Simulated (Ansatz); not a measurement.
This geometry of C$_{2}$H$_{4}$N (7 atoms, charge -1, multiplicity 1) is a first-order saddle point.

Method: RKS CAM-B3LYP-D4/6-31G* in Ansatz 0.2.0.

```xyz
7
Properties=species:S:1:pos:R:3
C -0.770 0.203 -0.872
N -0.090 -0.546 0.261
C 0.868 0.083 0.788
H -1.845 0.118 -0.560
H -0.768 -0.584 -1.673
H 1.161 1.088 0.437
H 1.445 -0.361 1.618
```

**Question.** Which two structures does it join? (They come from a converged band through this point; their orientation in space is the band's.)

**Answer.** No bond is made or broken. The dihedral H5–C1–N2–C3 goes from 0 to -180°. The two ends are copies of one structure, up to a mirror image or an exchange of like atoms.

Initial state:

```xyz
7
Properties=species:S:1:pos:R:3
C -0.965 -0.136 -0.664
N -0.326 -0.280 0.478
C 0.910 0.089 0.745
H -1.996 -0.484 -0.750
H -0.512 0.331 -1.555
H 1.568 0.575 0.006
H 1.322 -0.094 1.739
```

Final state:

```xyz
7
Properties=species:S:1:pos:R:3
C -0.966 -0.134 -0.663
N -0.327 -0.279 0.479
C 0.910 0.087 0.745
H -0.510 0.329 -1.554
H -1.996 -0.483 -0.751
H 1.566 0.574 0.005
H 1.322 -0.093 1.739
```

**Question.** How far does it lie above each of them?

**Answer.** 116.3 kJ/mol above the first and 116.3 kJ/mol above the second. This is the barrier of this one path; another mechanism may lie lower. Limits of this set-up: an anion without diffuse functions, the dipole of an ion depends on the origin.

The run took 78 s on 1 thread of AMD EPYC 9R45 96-Core Processor (Zen 5) (shared host), peak memory 0.13 GiB.
